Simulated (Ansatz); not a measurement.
**BC (doublet): from Hartree-Fock to the top rungs at distance B1–C2 = 3.351 Å, cc-pVDZ**

One table from this session's results is given with a row withheld; the runs are named, their logs left out.

Program: Ansatz 0.2.0, Gaussian basis. Level of theory: cc-pVDZ, core rule «outside noble gas», up to 2 orbitals frozen. These are calculated values, not measurements.

Plan: UHF; CCSD(T) on ROHF; CCSD(T) on UHF; BCCD(T) on ROHF; CISD; CCSDT(Q) on ROHF; CCSDT(Q) on UHF; CASSCF and MRCISD+Q, 3 electrons in 3 orbitals; CASSCF and NEVPT2, 3 electrons in 3 orbitals; CASSCF and MRCISD+Q, 7 electrons in 8 orbitals; CASSCF and NEVPT2, 7 electrons in 8 orbitals; Full CI.

29 further runs of the same task are left out: 3 for a known fault of the program, 19 that didn't finish, 7 set aside as unsound or not needed.

### What is computed

The geometry derives from a PBE0/def2-TZVP stationary point (not a proven minimum). One bond is set to the value named and the two fragments are kept rigid.

2 atoms, charge 0, spin multiplicity 2.

Atoms are counted from 1 here; the program's logs count them from 0.

No contacts short enough for the rule that draws bonds.

Coordinates:

```xyz
2
charge 0, multiplicity 2
B     0.00000    0.00000    0.00000
C     0.00000    0.00000    3.35100
```

Set-up of the first run:

File in.yaml:

```yaml
crystal:
  periodic: [false, false, false]
  atoms:
    - {symbol: B, position_ang: [0.000000, 0.000000, 0.000000]}
    - {symbol: C, position_ang: [0.000000, 0.000000, 3.351000]}
basis:
  gaussian: {orbitals: cc-pVDZ}
magnetization: {spin_polarized: true, initial_magnetization: 1}
hamiltonian: {xc: hf}
output: {orbitals: {seedname: orbitals}}
```

Run with:

```sh
> ansatz run in.yaml --threads 1 --pin off --events-out ev --progress --plain --max-ram 2393MiB
```

Among the steps run: UHF; CCSD(T) on ROHF; CCSD(T) on UHF; BCCD(T) on ROHF; CISD; CCSDT(Q) on ROHF; CCSDT(Q) on UHF; CASSCF and MRCISD+Q, 3 electrons in 3 orbitals; CASSCF and NEVPT2, 3 electrons in 3 orbitals; CASSCF and MRCISD+Q, 7 electrons in 8 orbitals; CASSCF and NEVPT2, 7 electrons in 8 orbitals; Full CI.

One table of the session follows, with a row left open; its other results are not shown here.

```
          method  from FCI (meV)
            RMP2         +2586.7
            CISD         +2197.9
           RCCSD          +252.4
        RCCSD(T)           +32.7
         BCCD(T)           +92.7
          RCCSDT           +17.9
       RCCSDT(Q)            -4.2
     CASSCF pair         +3912.2
     NEVPT2 pair         +1230.2
     MRCISD pair          +299.9
   MRCISD+Q pair           -86.1
  CASSCF valence         +2459.1
  NEVPT2 valence          +639.9
  MRCISD valence           +99.7
MRCISD+Q valence               ?
             FCI               0
```

Q: Estimate the row for MRCISD+Q valence from the others.

The run gave: from FCI (meV): -21.1. In the column «from FCI (meV)» it lies between MRCISD+Q pair (-86.1) and RCCSDT(Q) (-4.2).

Left out of the table: ROHF, UHF, UMP2, UCCSD, UCCSD(T), UCCSDT, UCCSDT(Q) (another determinant or state than the rows shown).

Caveats from the session: The report flags that the cluster equations may have other roots. The program flags RCCSD(T), BCCD(T), RCCSDT(Q) as in doubt, so those rows may rest on another solution; read them beside their warnings. RCCSDT(Q), MRCISD+Q pair, MRCISD+Q valence fall below full CI, which methods that aren't variational can do.
